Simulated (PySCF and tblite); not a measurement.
Results of a calculation; reference values are marked as such.
Stationary points of C₆H₁₀ at GFN2-xTB, in Å:

Structure A

```
 1 C     2.235   -0.242    0.154
 2 C     0.925   -0.099    0.064
 3 C     0.212    1.067   -0.570
 4 C    -1.247    0.902   -0.142
 5 C    -1.417   -0.613   -0.045
 6 C    -0.099   -1.077    0.578
 7 H     2.682   -1.109    0.610
 8 H     2.915    0.504   -0.223
 9 H     0.638    2.023   -0.267
10 H     0.298    0.993   -1.657
11 H    -1.944    1.359   -0.843
12 H    -1.399    1.354    0.840
13 H    -1.524   -1.037   -1.045
14 H    -2.286   -0.902    0.545
15 H    -0.150   -1.006    1.667
16 H     0.152   -2.107    0.324
```

Structure B

```
 1 C     2.193   -0.381   -0.211
 2 C     0.937   -0.097    0.076
 3 C     0.237    1.205   -0.182
 4 C    -1.222    0.820   -0.460
 5 C    -1.415   -0.603    0.104
 6 C    -0.065   -1.023    0.701
 7 H     2.620   -1.346    0.004
 8 H     2.849    0.343   -0.664
 9 H     0.303    1.825    0.716
10 H     0.686    1.761   -1.004
11 H    -1.412    0.826   -1.533
12 H    -1.913    1.527   -0.001
13 H    -1.698   -1.288   -0.696
14 H    -2.205   -0.631    0.854
15 H    -0.062   -0.867    1.783
16 H     0.167   -2.071    0.514
```

Level: B3LYP/pcSseg-1 + D3(BJ) on GFN2-xTB stationary points, with GFN2-xTB thermal terms.

Which structure is a saddle point, and along which motion?

B: one imaginary mode (112i cm⁻¹ at GFN2-xTB, mostly on C4, C5, H13), along the inversion of the 5-membered ring (2–3–4–5–6).

Give their symmetry and energies above the lowest.

A C2, 0.0 kcal/mol; B Cs, 1.8 kcal/mol.

The barrier is low, and the GFN2-xTB saddle may lie off the DFT one, so take it as rough.
